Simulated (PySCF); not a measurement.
Molfile (atoms numbered from 1):
```
C3H5S
     RDKit          3D

  9  9  0  0  0  0  0  0  0  0999 V2000
    2.2474   -0.1424   -0.7169 S   0  0  0  0  0  0  0  0  0  0  0  0
    0.7874   -0.0732    0.2999 C   0  0  0  0  0  0  0  0  0  0  0  0
   -0.5110   -0.7189   -0.1331 C   0  0  0  0  0  0  0  0  0  0  0  0
   -0.4029    0.7821   -0.0784 C   0  0  0  0  0  0  0  0  0  0  0  0
    0.9406   -0.1236    1.3927 H   0  0  0  0  0  0  0  0  0  0  0  0
   -1.1541   -1.2184    0.6054 H   0  0  0  0  0  0  0  0  0  0  0  0
   -0.4785   -1.1962   -1.1179 H   0  0  0  0  0  0  0  0  0  0  0  0
   -0.9714    1.3132    0.6982 H   0  0  0  0  0  0  0  0  0  0  0  0
   -0.2977    1.3200   -1.0260 H   0  0  0  0  0  0  0  0  0  0  0  0
  1  2  1  0
  2  3  1  0
  3  4  1  0
  4  2  1  0
  2  5  1  0
  3  6  1  0
  3  7  1  0
  4  8  1  0
  4  9  1  0
M  CHG  1   1  -1
M  END
```

Geometry: PBE0-D3(BJ)/def2-SVP; GIAO shifts from PySCF 2.14, gas phase, non-relativistic, averaged over equivalent atoms.

At PBE0/pcSseg-1 (100 basis functions, 7.4 s wall time on 1 thread of an Arm Neoverse V1, shared host):
```
atoms  δ (ppm)
   S1    -91.5
   C2     20.1
C3/C4     16.6
   H5     1.30
H6/H8     0.18
H7/H9    -0.93
```

Shifts are taken against calculated references (same method and geometry level): 33S (495.66 ppm) against CS2; 13C (184.41 ppm) and 1H (31.27 ppm) against TMS.

**Question.** What do these become at wB97X-D/pcSseg-2?

**Answer.** 
```json
{"atoms": "S1", "δ at wB97X-D/pcSseg-2": "-82.0", "change": "+9.5"}
{"atoms": "C2", "δ at wB97X-D/pcSseg-2": "19.7", "change": "-0.4"}
{"atoms": "C3/C4", "δ at wB97X-D/pcSseg-2": "19.1", "change": "+2.5"}
{"atoms": "H5", "δ at wB97X-D/pcSseg-2": "1.50", "change": "+0.20"}
{"atoms": "H6/H8", "δ at wB97X-D/pcSseg-2": "0.14", "change": "-0.04"}
{"atoms": "H7/H9", "δ at wB97X-D/pcSseg-2": "-0.58", "change": "+0.35"}
```

References, each an isolated molecule treated in the same way: 33S (σ = 499.87 ppm) against CS2; 13C (σ = 184.42 ppm), 1H (σ = 31.36 ppm) vs TMS.

The largest change is at S1 (sulfur bonded to C). Cost: 221 basis functions, 20 s wall time on 1 thread of an Arm Neoverse V1, shared host.
